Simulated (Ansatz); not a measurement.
# CH₅N: energies up the ladder

The task here is to estimate one member of a computed series from the others.

Computed with Ansatz 0.2.0 (the levels named in each step, unless a step's input says otherwise).

## The system as given

Bond lengths: C1–N2 1.453 Å, C1–H3 1.090 Å, C1–H4 1.089 Å, C1–H5 1.100 Å, N2–H6 1.015 Å, N2–H7 1.015 Å. Angles: C1–N2–H6 110.2°, C1–N2–H7 110.2°, H6–N2–H7 107.6°, N2–C1–H3 108.6°, N2–C1–H4 108.6°, N2–C1–H5 114.4°, H3–C1–H4 108.4°, H3–C1–H5 108.4°, H4–C1–H5 108.3°.

Coordinates:

```xyz
7

C    -0.7199    0.1015    0.1116
N     0.6936   -0.0879   -0.1651
H    -1.2881   -0.6177   -0.4780
H    -1.0033    1.1052   -0.2029
H    -0.9967   -0.0210    1.1689
H     0.9829   -1.0206    0.1121
H     1.2467    0.5755    0.3669
```

The first run:

Input file input.yaml:

```yaml
crystal:
  periodic: [false, false, false]
  atoms:
    - { symbol: C, position_ang: [-0.71483844, 0.10028778, 0.11356157] }
    - { symbol: "N", position_ang: [0.69878412, -0.08901932, -0.1651898] }
    - { symbol: H, position_ang: [-1.29841013, -0.60908251, -0.47635198] }
    - { symbol: H, position_ang: [-1.01570107, 1.10057179, -0.20372958] }
    - { symbol: H, position_ang: [-1.00758679, -0.01913588, 1.16606464] }
    - { symbol: H, position_ang: [0.99583387, -1.01430229, 0.1136016] }
    - { symbol: H, position_ang: [1.25710844, 0.56573045, 0.36555355] }
basis:
  gaussian: { orbitals: def2-TZVPP }
hamiltonian:
  xc: pbe0
  dispersion: d4
phonons: {}
```

Started as:

```
$ ansatz run input.yaml --threads 4 --pin off --max-ram 10240MiB --backend cpu --events-out ev --progress --plain --runs-dir out
```

Among the steps run: Frequencies, PBE0-D4/def2-TZVPP; Single point, PBE-D4/def2-TZVPP; Single point, r2SCAN-D4/def2-TZVPP; Single point, B3LYP-D4/def2-TZVPP; Single point, wB97M-V/def2-TZVPP; Single point, B2PLYP/def2-TZVPP; Single point, LDA/def2-TZVPP; Single point, PBE0-D4/def2-SVP; Single point, PBE-D4/def2-SVP; Single point, CCSD(T)/def2-TZVPP; Single point, CCSD(T)/def2-QZVPP; The cation of multiplicity 2 at the same geometry, PBE0-D4/def2-TZVPP; The cation of multiplicity 2 at the same geometry, PBE-D4/def2-TZVPP; The cation of multiplicity 2 at the same geometry, r2SCAN-D4/def2-TZVPP; The cation of multiplicity 2 at the same geometry, B3LYP-D4/def2-TZVPP; The cation of multiplicity 2 at the same geometry, wB97M-V/def2-TZVPP; The cation of multiplicity 2 at the same geometry, B2PLYP/def2-TZVPP; The cation of multiplicity 2 at the same geometry, CCSD(T)/def2-TZVPP; The cation of multiplicity 2 at the same geometry, CCSD(T)/def2-QZVPP.

One of the session's tables, all rows but one given; the rest of the session is left out.

It belongs to the step «Vertical ionisation energy». 

```
               level  vertical ionisation energy (eV)
   PBE-D4/def2-TZVPP                            9.478
r2SCAN-D4/def2-TZVPP                            9.411
 B3LYP-D4/def2-TZVPP                            9.640
  wB97M-V/def2-TZVPP                            9.641
   B2PLYP/def2-TZVPP                                ?
  CCSD(T)/def2-TZVPP                            9.648
  CCSD(T)/def2-QZVPP                            9.740
         CCSD(T)/CBS                            9.799
```

**Question.** Estimate the row for B2PLYP/def2-TZVPP.

The run gave: vertical ionisation energy (eV): 9.606. In the column «vertical ionisation energy (eV)» it lies between PBE-D4/def2-TZVPP (9.478) and B3LYP-D4/def2-TZVPP (9.640).
